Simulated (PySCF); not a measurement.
Gas-phase reaction: SiH + 3 SiH3 → i-Si4H10

Method: PySCF energies plus ideal-gas RRHO corrections (1 bar). † marks an energy on the PBE0/def2-TZVP geometry and frequencies; other levels use their own. MP2 freezes the core. 6-31G* has spherical d functions here. Open shells (unrestricted): SiH (multiplicity 2, electronic degeneracy 4), SiH3 (multiplicity 2); the rest are closed-shell singlets. Spin-orbit splitting is ignored; it lowers the true energy and changes the entropy of SiH. B3LYP is the form with VWN-RPA correlation. MP2 isn't extrapolated to the basis-set limit; its ΔH°(298 K) is -771.4 kJ in def2-SVP and -813.3 kJ in def2-TZVPP. The harmonic model lacks anharmonicity and excited electronic states, which grow with temperature; levels with a mode under 35 cm⁻¹ are left out. Internal rotation in i-Si4H10 is treated as a harmonic vibration of one conformer, which makes the entropy rough.

```
level               ΔE electronic, kJ  ΔH°(298 K), kJ  ΔS°(298 K), J/K  ΔG°(1800 K), kJ
------------------  -----------------  --------------  ---------------  ---------------
B3LYP/6-31G*                     -784            -754             -440              -11
B3LYP/def2-TZVP†                 -781            -752             -441               -9
HF/6-31G*                        -630            -598             -444              156
M06-2X/def2-TZVP†                -815            -785             -441              -42
MP2/def2-SVP†                    -801            -771             -441              -28
PBE/def2-TZVP†                   -827            -798             -441              -55
PBE0/def2-SVP†                   -836            -807             -441              -64
PBE0/def2-TZVP                   -834            -804             -441              -61
ωB97M-V/def2-TZVP†               -850            -821             -441              -78
ωB97X-V/def2-TZVP†               -874            -845             -441             -101
```
ΔH° is lowest at ωB97X-V/def2-TZVP† and highest at HF/6-31G*. No reference value is set beside these.
